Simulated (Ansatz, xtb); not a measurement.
# C5H8N+: 6 structures ranked

6 gas-phase structures of C5H8N+, from a drawn sample of its isomers (lower ones may exist). Each was relaxed with GFN2-xTB; where two conformers were screened, the lower at r2SCAN-D4/def2-SVP is listed:

A. `CC#[N+]/C=C/C`, a singlet
B. `C#CC[N+](=C)C`, a singlet
C. `C=CCC#[N+]C`, a singlet
D. `C=CC[N+]#CC`, a singlet
E. `CN(C)[c+]1cc1`, a singlet
F. `C#CC=[N+](C)C`, a singlet

Task: Estimate their order in r2SCAN-D4/def2-SVP energy at these geometries, lowest first.

Result: Calculated order at r2SCAN-D4/def2-SVP: A (0.000), D (0.426), C (0.504), E (0.916), F (1.063), B (1.621) eV.

Energies above the lowest of each column, in eV; the last columns are at B3LYP/def2-SVP geometries and were run for some of them only (a dash: not run or not comparable):

```csv
structure,GFN2-xTB,HF/STO-3G,r2SCAN-D4/def2-SVP,B3LYP/def2-SVP,CCSD(T)/def2-SVP + ΔMP2/def2-TZVPP
A,0.000,0.000,0.000,0.000,0.000
D,0.451,0.316,0.426,0.345,0.153
C,0.509,0.406,0.504,0.424,0.236
E,0.954,0.389,0.916,–,–
F,0.673,0.652,1.063,–,–
B,1.166,1.124,1.621,–,–
```

Every level run on A puts it lowest or level with the lowest. Flexible structures stand in one conformer each, not always the lowest. D keeps a small imaginary mode. Frequencies (GFN2-xTB) were run for A, C, D alone. ΔMP2 is the change of the MP2 energy from the smaller to the larger basis.

Over these structures GFN2-xTB departs from r2SCAN-D4/def2-SVP by 0.195 eV on average once a common shift is removed. A GFN2-xTB relaxation took about 0.15 s and the r2SCAN-D4/def2-SVP energy about 2.2 s on a shared host (Ansatz 0.2.0, xtb 6.7.1).
